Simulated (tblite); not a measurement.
Species: C₄H₅NO.
Atom-mapped SMILES: `[CH:1]#[C:2][C:3](=[O:4])[NH:5][CH3:6]` (hydrogens: H7 on C1; H8 on N5; H9, H10, H11 on C6)

Cartesian coordinates in Å at the GFN2-xTB level; atoms count from 1:
```xyz
11
C4H5NO angstrom
C      2.9427   -0.1053   -0.3025
C      1.8007   -0.0920    0.0638
C      0.4575   -0.0837    0.6082
O      0.2240   -0.1852    1.7930
N     -0.4910    0.0506   -0.3508
C     -1.8970    0.0933   -0.0393
H      3.9366   -0.1155   -0.6426
H     -0.2107    0.1307   -1.3154
H     -1.9932   -0.0074    1.0408
H     -2.4284   -0.7256   -0.5282
H     -2.3357    1.0427   -0.3530
```

All values are computed: GFN2-xTB (tblite) harmonic vibrations without scaling, gas phase. This tight-binding method is rough: wavenumbers can miss measured ones by several per cent, in bad cases by 10 to 20. One conformer, not necessarily the lowest.

Harmonic wavenumbers (cm⁻¹): 119.7, 123.3, 128.8, 259.4, 273.8, 474.1, 498.1, 563.4, 617.2, 683.0, 720.9, 871.1, 1080.4, 1107.8, 1117.1, 1200.7, 1395.6, 1415.7, 1462.4, 1482.3, 1730.5, 2252.0, 2968.7, 2985.4, 3034.1, 3377.8, 3460.1.

A = 9036, B = 2374, C = 1903 MHz; mass 83.037 u (most abundant isotopes); point group Cs, symmetry number 1.

What is the zero-point energy?

Half the sum of the wavenumbers: 17702 cm⁻¹ = 211.76 kJ/mol.

Entropy at 298.15 K, 1 bar (ideal gas, RRHO, classical rotation)?

Translation 163.97, rotation 110.74, vibration 65.86: S = 340.6 J/(mol K).

And Cp and H(298.15 K) − H(0)?

Cp = 106.76 J/(mol K), of which vibrations give 73.50 (their classical limit is 27 R = 224.5); H(298.15 K) − H(0) = 20.95 kJ/mol without the zero-point energy, 11.03 from vibrations.

Blend soft modes into free rotors: weight 1/[1 + (100 cm⁻¹/ν̃)⁴] for the oscillator and the rest for a rotor with moment μB/(μ + B), μ = h/(8π²ν), B = 10⁻⁴⁴ kg m². What vibrational entropy results?

64.42 J/(mol K) in place of 65.86, which changes −T·S at 298.15 K by +0.43 kJ/mol.

How do the functions run with temperature in this model?

```
 T (K)  S (J/(mol K))  Cp (J/(mol K))  H − H(0) (kJ/mol)  G − H(0) (kJ/mol)  ln q(vib)
    50          218.7            43.2               1.80              -9.14       0.09
   100          253.9            59.1               4.38             -21.01       0.60
373.15          366.2           122.3              29.55            -107.12       4.59
   500          405.3           144.7              46.54            -156.10       6.44
   750          470.4           176.2              86.94            -265.84       9.90
  1000          524.1           197.3             133.79            -390.35      13.07
```

q(vib) and H(0) count from the zero-point level.

Which modes carry the vibrational entropy at 298.15 K?

119.7 cm⁻¹: 12.99; 123.3 cm⁻¹: 12.75; 128.8 cm⁻¹: 12.40; 259.4 cm⁻¹: 6.97; 273.8 cm⁻¹: 6.58; 474.1 cm⁻¹: 3.04 J/(mol K); the other 21 give 11.13 together.

Hindered rotation and anharmonicity are outside this model. Other conformers, if any are populated, would add a mixing term that is left out.

Run on x86-64 server, one thread (shared host). This covers the Hessian and the dipole derivatives.
